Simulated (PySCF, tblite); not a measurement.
## sulfur trioxide and chloride

A gas-phase complex of sulfur trioxide and chloride; charge -1, singlet. The structure comes from a short search (6 tight-binding starts) and was relaxed by PBE0-D3(BJ)/def2-SVPD; another way of binding may lie lower. Frequencies by PBE0-D3(BJ)/def2-SVPD show no clear imaginary mode.

```json
{"part": "1", "name": "sulfur trioxide", "SMILES": "O=S(=O)=O", "atoms": "1–4", "charge": "0", "multiplicity": "1"}
{"part": "2", "name": "chloride", "SMILES": "[Cl-]", "atoms": "5", "charge": "-1", "multiplicity": "1"}
```

```xyz
5

O    -0.655   -1.474   -0.585
S    -0.226   -0.328    0.223
O    -0.800    0.972   -0.141
O     1.182   -0.320    0.636
Cl   -1.253   -0.740    2.160
```
(Å; atoms numbered from 1)

Contacts between parts, classed by geometry: S2···Cl5 2.231 Å (bond).

The parts are joined by the bond S2–Cl5, so these are energies of forming such bonds; deforming the relaxed parts to their shape in the adduct costs 18.7 kcal/mol, which the interaction energies leave out.

Interaction energies are complex less parts, with the parts frozen as they stand in it; counterpoise-corrected, in kcal/mol (PySCF). The CCSD(T) estimate is Hartree-Fock/aug-cc-pVQZ, plus the MP2 correlation part extrapolated as X⁻³ from aug-cc-pVTZ and aug-cc-pVQZ, plus CCSD(T) less MP2 in aug-cc-pVDZ; noble-gas cores are frozen. It isn't the exact limit.

| level | interaction | superposition error removed |
| --- | --- | --- |
| Hartree-Fock/aug-cc-pVQZ | -66.24 | - |
| wB97M-D3(BJ)/def2-TZVPD | -65.23 | -0.19 |
| PBE0-D3(BJ)/def2-TZVPD | -68.99 | -0.21 |
| MP2/aug-cc-pVQZ | -63.20 | -0.92 |

**Question.** What does CCSD(T) at its estimated basis limit give, and which of these levels comes nearest?

**Answer.** -64.32 kcal/mol. wB97M-D3(BJ)/def2-TZVPD is nearest, off by -0.91; the errors are Hartree-Fock/aug-cc-pVQZ -1.93, wB97M-D3(BJ)/def2-TZVPD -0.91, PBE0-D3(BJ)/def2-TZVPD -4.67, MP2/aug-cc-pVQZ +1.12.

**Question.** What holds them together? Decompose the wB97M-D3(BJ)/def2-TZVPD energy: frozen parts, their antisymmetrised product, then relaxation.

**Answer.** electrostatic -102.7, Pauli repulsion +143.9, orbital relaxation -104.8, dispersion correction -1.8 kcal/mol, which sum to the value before the counterpoise correction; the Pauli term holds the exchange-correlation of the frozen density too. Of the attraction, 50 % is orbital relaxation, 49 % is electrostatic, 1 % is dispersion correction.

The parts were also relaxed and run alone, at the levels used for the complex: shieldings by PBE0/aug-pcSseg-2; core levels by delta-SCF with SCAN, aug-pcX-2 on the ionised atom and aug-pcseg-1 elsewhere, spin-free X2C (2p3/2 is the spin-free 2p value less a third of a first-order spin-orbit splitting).

Values alone: shielding of S2 (ppm): 37.0; shielding of Cl5 (ppm): 1149.3; O1 1s core level (eV): 540.41; S2 2p3/2 core level (eV): 176.70; Cl5 2p3/2 core level (eV): 196.90.

**Question.** How do these values change when the complex forms?

**Answer.** 
```json
{"property": "shielding of S2 (ppm)", "alone": "37.0", "in the complex": "96.3", "change": "+59.3"}
{"property": "shielding of Cl5 (ppm)", "alone": "1149.3", "in the complex": "413.4", "change": "-735.9"}
{"property": "O1 1s core level (eV)", "alone": "540.41", "in the complex": "533.11", "change": "-7.30"}
{"property": "S2 2p3/2 core level (eV)", "alone": "176.70", "in the complex": "169.83", "change": "-6.87"}
{"property": "Cl5 2p3/2 core level (eV)", "alone": "196.90", "in the complex": "200.37", "change": "+3.47"}
```
